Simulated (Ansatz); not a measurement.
Barrier height from H + CH4 (SMILES C) to the transition structure CH5, without zero-point energy, on the benchmark's geometries as Psi4's copy of the set gives them.
Transition structure (charge 0, multiplicity 2):
| atom | x (Å) | y (Å) | z (Å) |
|---|---|---|---|
| C | 0.0000 | 0.2648 | 0.0000 |
| H | 1.0534 | 0.5167 | 0.0000 |
| H | -0.5266 | 0.5170 | 0.9123 |
| H | -0.5266 | 0.5170 | -0.9123 |
| H | -0.0003 | -1.1178 | 0.0000 |
| H | 0.0001 | -2.0218 | 0.0000 |
Reactant (charge 0, multiplicity 1):
```xyz
5

C      0.00000     0.00000     0.00000
H      0.00000     1.08745     0.00000
H     -0.51263    -0.36248     0.88790
H     -0.51263    -0.36248    -0.88790
H      1.02525    -0.36248     0.00000
```

Open shells are unrestricted; no spin–orbit coupling.

Correlated levels freeze the cores. CBS(a, b) extrapolates the correlation energy as X⁻³ and adds the Hartree–Fock energy of set b.

Codes used: Ansatz (Gaussian orbitals). 

The comparison value is 61.4 kJ/mol (CCSD(T)/CBS(aug-cc-pVDZ, aug-cc-pVTZ)). It is a level with limits of its own, not the exact answer.

Problem. Order these levels by how close they come to the comparison value for the barrier height, closest first: wB97X-V/def2-TZVPPD, CCSD(T)/cc-pVDZ, BLYP/def2-TZVPPD, B97M-V/def2-TZVPPD, CCSD(T)/aug-cc-pVDZ. Give each level's value less the comparison value.

Solution. CCSD(T)/aug-cc-pVDZ (0.0 kJ/mol), wB97X-V/def2-TZVPPD (-2.2 kJ/mol), CCSD(T)/cc-pVDZ (5.7 kJ/mol), B97M-V/def2-TZVPPD (-14.8 kJ/mol), BLYP/def2-TZVPPD (-29.6 kJ/mol)

Ansatz is a quantum-chemistry and plane-wave program.
